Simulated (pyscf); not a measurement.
This saddle point was located with ωB97X-D3(BJ)/def2-SVP in PySCF.

```xyz
7

Se     0.0878     1.7296     0.5178
Ga    -0.1940    -0.3247    -0.5232
H      1.3489     1.3113     1.1400
H     -1.9178    -0.4476    -0.8055
H      0.5365    -1.0950    -1.6436
H     -0.7686    -1.4872     0.6423
H     -1.5977    -1.0983     0.0079
```

Surface: singlet, charge 0. Lowest wavenumbers (cm⁻¹): 1543i, 125, 306, 325, 448.

Task: Which two sides does it connect, and which bonds change?

Result: H₂Ga–SeH (SMILES [GaH2][SeH]) + H₂ (SMILES [H][H]) <-> H₂Ga–SeH (SMILES [GaH2][SeH]) + H₂ (SMILES [H][H]), a four-centre exchange read from left to right: Ga–H, H–H broken and Ga–H, H–H formed. At ωB97M-D3(BJ)/def2-TZVP it lies +1.50 eV from the left side and +1.50 eV from the right (each side as separated species at their lowest minima found). At the saddle there is also a short Ga–H contact that neither side keeps. The same reactants have a lower exit, to H₂Se + GaH₃ (barrier +1.26 eV at ωB97M-D3(BJ)/def2-TZVP, against +1.50 eV here). This is the saddle that the search found; another between the same sides may lie lower. Elements up to Kr have no core potential and no relativistic terms here.
